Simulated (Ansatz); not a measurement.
This script drives the Python package of Ansatz (0.2.0).

`disp_c3h7o.py`:
```python
# -*- coding: utf-8 -*-
import ansatz as az


def main():
    mol = (
        az.Crystal.molecule()
        .atom("C", (-0.1301, 1.3763, -0.4061))
        .atom("C", (-0.0561, -0.0583, -0.4503))
        .atom("C", (0.6052, -0.6009, 0.7764))
        .atom("O", (-1.2979, -0.5563, -0.5332))
        .atom("H", (-0.2928, 1.9561, -1.3664))
        .atom("H", (-0.4391, 1.9432, 0.5028))
        .atom("H", (0.5207, -0.3557, -1.3449))
        .atom("H", (0.7401, -1.678, 0.7329))
        .atom("H", (0.0756, -0.3486, 1.7406))
        .atom("H", (1.6533, -0.2, 0.9188))
        .atom("H", (-1.3136, -1.5348, -0.5502))
    )

    calculation = (
        mol.calculation()
        .basis(gaussian="def2-SVP")
        .spin("collinear", total=1)
    )
    for name in ["blyp", "pbe"]:
        for correction in ("d3bj", "d4"):
            data = calculation.functional(name, dispersion=correction).run(threads=1).report
            print(f"{name:8s} {correction:5s} total {data['free_energy_ev']:.5f} eV, of which dispersion {1000 * data['dispersion']['energy']['ev']:.2f} meV")


if __name__ == "__main__":
    main()
```

It is started by `python disp_c3h7o.py`. Estimate its wall time and peak memory on 1 thread of Arm Neoverse V1, with other jobs on the host.

It took about 15 s, with a peak of 0.2 GiB, for 4 runs of the engine.

`python disp_c3h7o.py` gives:
```text
blyp     d3bj  total -5263.78040 eV, of which dispersion -376.00 meV
blyp     d4    total -5263.78315 eV, of which dispersion -378.76 meV
pbe      d3bj  total -5259.36960 eV, of which dispersion -183.21 meV
pbe      d4    total -5259.35185 eV, of which dispersion -165.46 meV
```

What to keep in mind:
- These settings explore the input space; basis and method may be short of convergence.
- The geometry is a force-field or estimated start, not a minimum of this method, and the basis set is short of its limit. D4 holds the three-body term, and d3bj doesn't.
- The species is open-shell (spin multiplicity 2).
